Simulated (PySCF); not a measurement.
Gas-phase reaction: H₂S₂ + 4 SO₂ → 6 SO + H₂O₂

Computed with PySCF (xtb for GFN2) and rigid-rotor harmonic-oscillator thermochemistry at 1 bar. S°(298 K) at PBE0/def2-TZVP differs from the NASA 1993 table for H₂O₂ (-8 J/mol/K); whether the harmonic model or the table's entry is off was not settled. † marks an energy on the PBE0/def2-TZVP geometry and frequencies; other levels use their own. MP2 and CCSD(T) freeze the core. Open shells (unrestricted): SO (multiplicity 3); the rest are closed-shell singlets. GFN2 has no spin-polarisation term. No R ln 2 is added for the mirror-image form of H₂S₂, H₂O₂. MP2 isn't extrapolated to the basis-set limit; its ΔH°(298 K) is 781.8 kJ in def2-SVP and 1120.0 kJ in def2-TZVPP. CCSD(T) isn't extrapolated to the basis-set limit; its ΔH°(298 K) is 683.6 kJ in def2-SVP and 977.7 kJ in def2-TZVPP. The harmonic model lacks anharmonicity and excited electronic states, which grow with temperature; levels with a mode under 35 cm⁻¹ are left out. Internal rotation in H₂S₂, H₂O₂ is treated as a harmonic vibration of one conformer, which makes the entropy rough. Warning, large T1 diagnostic: SO₂ (CCSD(T)/def2-SVP†). Warning, point group unlike the PBE0 one: H₂O₂ (GFN2-xTB).

| level | ΔE electronic, kJ | ΔH°(298 K), kJ | ΔS°(298 K), J/K | ΔG°(1800 K), kJ |
|---|---|---|---|---|
| BLYP/def2-TZVP† | 905 | 904 | 314 | 335 |
| CCSD(T)/def2-SVP† | 684 | 684 | 314 | 114 |
| GFN2-xTB | 1361 | 1364 | 311 | 806 |
| HF/def2-TZVP† | 497 | 496 | 314 | -73 |
| MP2/def2-TZVPP† | 1121 | 1120 | 314 | 550 |
| PBE/def2-TZVP† | 991 | 991 | 314 | 421 |
| PBE0/def2-SVP† | 701 | 700 | 314 | 130 |
| LDA/def2-TZVP† | 1199 | 1198 | 314 | 629 |
| ωB97M-V/def2-TZVP† | 1029 | 1028 | 314 | 459 |
ΔH° is lowest at HF/def2-TZVP† and highest at GFN2-xTB. No reference value is set beside these.
